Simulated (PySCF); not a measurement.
**Static response to an electric field**

Pyrazine, C4H4N2.
Geometry (GFN2-xTB, Å), atoms numbered from 1 in this order:
```xyz
10
C4H4N2 angstrom
C      1.097   -0.744    0.033
C      1.160    0.644    0.018
N      0.064    1.385   -0.019
C     -1.095    0.745   -0.039
C     -1.158   -0.643   -0.021
N     -0.062   -1.384    0.014
H      1.985   -1.361    0.060
H      2.100    1.177    0.035
H     -1.984    1.361   -0.069
H     -2.098   -1.177   -0.034
```

Level: PBE0/def2-SVPD (PySCF), static field, nuclei fixed, core orbitals frozen in the response. The polarisability tensor in these axes (au):

```
x   71.84 -0.47  0.89
y   -0.47 61.43 -0.35
z    0.89 -0.35 34.82
```

Question: Give the principal values, the mean and the anisotropy Δα = √{½[(α1 − α2)² + (α2 − α3)² + (α1 − α3)²]}.

Answer: Principal values 34.79, 61.41 and 71.88 au; mean 56.03 au = 8.30 Å³ = 9.24 × 10⁻⁴⁰ C²·m²/J; Δα = 33.12 au (59 % of the mean).

Question: What is the dipole moment?

Answer: 0.00 D; point group D2h allows none.

Question: Along which axes do the principal values lie, and how far do the nuclei extend along each?

Answer: Largest value along (1.00, -0.05, 0.02), where the nuclei span 4.09 Å; middle along (0.05, 1.00, -0.01), 2.77 Å; least along (-0.02, 0.01, 1.00), 0.01 Å. The response follows the extents in order.

Question: Refractivity n − 1 of an ideal gas of it at 298.15 K and 1 atm, from the electronic α?

Answer: N = p/kT = 2.4615 × 10¹⁹ cm⁻³, so n − 1 = 2π × N × 8.30 × 10⁻²⁴ cm³ = 1284 × 10⁻⁶ at long wavelengths, for an ideal gas.

Question: Find the Langevin capture rate constant for NH4+ (18.034 u) meeting this molecule (80.037 u), k = 2.342 × 10⁻⁹ cm³/s × √(α in Å³ / reduced mass in u).

Answer: The reduced mass is 14.72 u, so k = 1.76 × 10⁻⁹ cm³/s.

Isolated species at its GFN2-xTB geometry, gas phase.
